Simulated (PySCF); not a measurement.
Species: C2HFN2S.
InChI=1S/C2HFN2S/c3-2-4-1-5-6-2/h1H

Computed, not measured: EOM-IP-CCSD/aug-cc-pVDZ in PySCF, restricted Hartree–Fock reference, 10 core orbitals frozen, non-relativistic, gas phase, PBE0-D3(BJ)/def2-SVP geometry.

Hartree–Fock orbital energies give these Koopmans values (eV): HOMO 10.69, HOMO-1 12.05, HOMO-2 12.79, HOMO-3 13.59, HOMO-4 15.14, HOMO-5 16.55, HOMO-6 18.20, HOMO-7 19.57.

**Question.** What vertical ionisation energies does EOM-IP-CCSD give?

**Answer.** 
```csv
leading hole (HF orbital),Koopmans (eV),EOM-IP-CCSD (eV),change (eV),one-hole share
HOMO,10.69,10.48,-0.21,0.96
HOMO-2,12.79,11.01,-1.78,0.94
HOMO-1,12.05,11.39,-0.66,0.94
HOMO-3,13.59,11.98,-1.61,0.94
HOMO-4,15.14,13.96,-1.18,0.95
HOMO-5,16.55,14.94,-1.61,0.91
HOMO-6,18.20,15.81,-2.39,0.94
HOMO-7,19.57,17.22,-2.35,0.93
```

**Question.** Does the order of the lines follow the orbital energies?

**Answer.** No: the HOMO-2 hole (11.01 eV) falls below the HOMO-1 hole (11.39 eV). The corrections run from -2.39 to -0.21 eV, with a mean of -1.47 eV over the 8 lines; no line lies above its Koopmans value.

**Question.** At what kinetic energies would He II light (40.81 eV) eject these electrons?

**Answer.** 30.33 eV (HOMO), 29.80 eV (HOMO-2), 29.42 eV (HOMO-1), 28.83 eV (HOMO-3), 26.85 eV (HOMO-4), 25.87 eV (HOMO-5), 25.00 eV (HOMO-6), 23.59 eV (HOMO-7).

One root was sought for each valence orbital with −ε under 21 eV, eight at most, so deeper holes and satellites are missing; no vibrational structure.
